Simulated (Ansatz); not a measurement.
Ansatz (an electronic-structure program) input (CCSD(T)/aug-cc-pV(D+d)Z):
A basis named .json is the Basis Set Exchange file of that set.

Ansatz 0.2 input:
```yaml
crystal:
  periodic: [false, false, false]
  atoms:
    - {symbol: C, position_ang: [-0.00530785, -0.03292262, -1.25255471]}
    - {symbol: Si, position_ang: [0.00176161, -0.01626018, 0.52594046]}
    - {symbol: H, position_ang: [-0.90647034, 0.32687280, -1.75455355]}
    - {symbol: H, position_ang: [0.90272032, 0.29878124, -1.76148183]}
    - {symbol: H, position_ang: [0.02469593, 1.23745090, 1.43148183]}
    - {symbol: H, position_ang: [-1.20807042, -0.70031235, 1.12295762]}
    - {symbol: H, position_ang: [1.19430902, -0.73761443, 1.11375772]}
basis:
  gaussian:
    orbitals: aug-cc-pV_D+d_Z.json
total_charge: -1
magnetization: {spin_polarized: false}
correlation: {method: ccsd_t, electrons: outside_noble_gas}
output: {forces: true}
```

Output:

```
Functional definition: HF
integrals: 0.13 GiB planned
1003 factors; integrals over basis functions are off by at most 7.8e-4 eV
mean field: 0.25 GiB planned
mean field evaluation 1: about -8968.8163 eV, gradient 2.0e1 eV
mean field evaluation 2: about -8968.8167 eV, gradient 2.0e1 eV
mean field evaluation 4: about -8970.2733 eV, gradient 2.9e0 eV
mean field evaluation 8: about -8970.3129 eV, gradient 2.0e-3 eV
mean field evaluation 16: about -8970.3120 eV, gradient 1.8e-1 eV
mean field -8970.31287389 eV, -329.6529178188 hartree, gradient 2.5e-6 eV, S^2 0.000000; 0 other end points of the search recorded, 0 dependent functions left out
6 core orbitals not correlated
reference -8970.31287389 eV, -329.6529178188 hartree; 7, 7 occupied and 87, 87 virtual orbitals, 1003 factors
densities: 0.55 GiB planned
second order -7.79204160 eV of doubles, -0.00000000 eV of singles
coupled cluster: 0.37 GiB planned
cycle   1  -8.48571444 eV  change   -6.9e-1 eV  update   7.5e-2
cycle   2  -8.76444618 eV  change   -2.8e-1 eV  update   2.3e-2
cycle   3  -8.81678951 eV  change   -5.2e-2 eV  update   1.1e-2
cycle   4  -8.81594726 eV  change    8.4e-4 eV  update   3.4e-3
cycle   5  -8.81469405 eV  change    1.3e-3 eV  update   1.9e-3
cycle   6  -8.81464811 eV  change    4.6e-5 eV  update   8.2e-4
cycle   7  -8.81460364 eV  change    4.4e-5 eV  update   4.2e-4
cycle   8  -8.81459564 eV  change    8.0e-6 eV  update   2.2e-4
cycle   9  -8.81463641 eV  change   -4.1e-5 eV  update   9.8e-5
cycle  10  -8.81461626 eV  change    2.0e-5 eV  update   4.3e-5
cycle  11  -8.81460284 eV  change    1.3e-5 eV  update   2.4e-5
cycle  12  -8.81461436 eV  change   -1.2e-5 eV  update   1.2e-5
cycle  13  -8.81461781 eV  change   -3.5e-6 eV  update   5.1e-6
cycle  14  -8.81462163 eV  change   -3.8e-6 eV  update   2.3e-6
perturbative correction -0.30613084 eV, -0.0112501009 hartree
the calculation of the forces begins
Total energy: -8979.43362636 eV, -329.9880992898 hartree
Atom 0 at    -0.005308    -0.032923    -1.252555 Å, force    -0.004578    -0.250062    -0.181621 eV/Å
Atom 1 at     0.001762    -0.016260     0.525940 Å, force     0.002936     0.018129     0.693137 eV/Å
Atom 2 at    -0.906470     0.326873    -1.754554 Å, force    -0.460174     0.147423    -0.269474 eV/Å
Atom 3 at     0.902720     0.298781    -1.761482 Å, force     0.462452     0.133097    -0.273007 eV/Å
Atom 4 at     0.024696     1.237451     1.431482 Å, force     0.000970     0.063437    -0.003896 eV/Å
Atom 5 at    -1.208070    -0.700312     1.122958 Å, force    -0.084398    -0.054714     0.017751 eV/Å
Atom 6 at     1.194309    -0.737614     1.113758 Å, force     0.082793    -0.057310     0.017111 eV/Å
Dipole moment:     0.003636     0.156543     0.314790 e Å
```

It need not be the lowest isomer of its formula. Whether it binds its extra electron was not tested at this geometry.
